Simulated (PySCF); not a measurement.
Start geometry of phosphorus pentafluoride, `FP(F)(F)(F)F` from GFN2-xTB (Å):
```
atom  x, y, z in Å
F1     1.600    0.107   -0.121
P2    -0.005   -0.004   -0.006
F3    -0.170    1.523   -0.301
F4     0.187   -0.496    1.462
F5    -0.005   -1.032   -1.189
F6    -1.582   -0.128    0.111
```

Question: What comes out of this run: PySCF, PBE0-D3(BJ)/def2-SVP geometry optimisation, gas phase?

Answer: 
```
atom  x, y, z in Å
F1     0.6422   -0.5738   -1.3522
P2     0.0032   -0.0053   -0.0075
F3     1.1101    1.1043    0.0491
F4     0.2439   -1.3887    0.6915
F5    -1.3442    0.2681   -0.7626
F6    -0.6358    0.5639    1.3371
```

The energy falls by 1.9 kJ/mol over 14 energy and gradient evaluations, the largest force component goes from 0.0171 to 2.7e-04 Eh/bohr, and the atoms move by 0.019 Å rms after alignment. The bond that changes most is F1–P2 (ends: phosphorus-bound fluorine; phosphorus bonded to 5 F), which shortens by 0.019 Å. Bonds longer at the end by more than 0.005 Å: 2 of 5; shorter: 1. Rotational constants go from 3631, 3033, 3020 to 3604, 3034, 3033 MHz. The orientation of the end geometry is arbitrary; only internal coordinates are fixed.

The run used 88 basis functions and 84 SCF cycles in all. Time: 35 s of wall time; peak memory 0.37 GiB. Hardware: one thread of an Arm Neoverse V1, shared host.

No frequency check.
